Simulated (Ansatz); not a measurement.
Relaxation of BClH$_{3}$N (6 atoms, charge 0, multiplicity 1), to a largest force component of 0.02 eV/Å in at most 40 steps.

These are results of Ansatz 0.2.0, RKS CAM-B3LYP-D4/cc-pVDZ, not measurements.

```xyz
6
Properties=species:S:1:pos:R:3:forces:R:3
B 0.000 0.000 0.000 3.29 0.00 -0.32
Cl 0.000 0.000 1.860 -0.11 -0.02 -1.76
N 1.342 0.000 -0.775 -1.48 -0.01 0.94
H 1.809 -0.918 -1.027 -0.63 1.91 0.43
H 1.794 0.918 -1.053 -0.63 -1.91 0.44
H -1.030 0.000 -0.595 -0.45 0.02 0.28
```

Q: Where does it end, and by what steps?

A: The run converged. After 9 steps the energy has fallen by 1.706 eV; H4 moved furthest, 0.92 Å.

```csv
step,energy less start (eV),largest force component (eV/Å),accepted
0,0.0000,3.292,yes
1,-0.4189,1.345,yes
2,-0.6134,1.490,yes
3,-0.8601,1.288,yes
4,-1.1515,1.463,yes
5,-1.4314,1.601,yes
6,-1.6365,0.691,yes
7,-1.7024,0.355,yes
8,-1.7055,0.201,yes
9,-1.7062,0.018,yes
```

```xyz
6
Properties=species:S:1:pos:R:3
B 0.076 0.063 -0.022
Cl -0.018 -0.635 1.615
N 1.272 0.014 -0.712
H 2.113 -0.402 -0.331
H 1.374 0.396 -1.643
H -0.903 0.564 -0.497
```

Whether the end is a true minimum wasn't checked by a vibrational analysis.

Time of the run: 20 s on 1 thread of Arm Neoverse V2, with other jobs on the host, peak memory 0.13 GiB.
